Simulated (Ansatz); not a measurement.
# C2HN−: structure from calculated spectroscopic constants

These gas-phase data were calculated for one isomer of C2HN− at PBE0-D3(BJ)/def2-SVPD (harmonic, unscaled wavenumbers; equilibrium rotational constants with average atomic masses):

```
rotational constants            : 604.6, 11.07, 10.87 GHz
all wavenumbers above 1500 cm⁻¹ : 3398, 1937
```

Candidates:

(1) the doublet with the links of `[C]#C[NH-]`
(2) the doublet with the links of `[CH]=C=[N-]`

Q: Assign the data to one candidate and say why.

A: Candidate (1). The band at 3398 cm⁻¹ lies where the N–H stretch is expected; (2) has no mode between 3250 and 3800 cm⁻¹.

The same quantities for all candidates:

```tsv
	rotational constants (GHz)	wavenumbers above 1500 cm⁻¹	E above the lowest, PBE0-D3(BJ)/def2-SVPD (kcal/mol)
(1)	604.6, 11.07, 10.87	3398, 1937	24.2
(2)	537.1, 11.03, 10.81	3036, 2006	0.0
```

Open shells are spin-unrestricted. Programs: Ansatz 0.2.0.
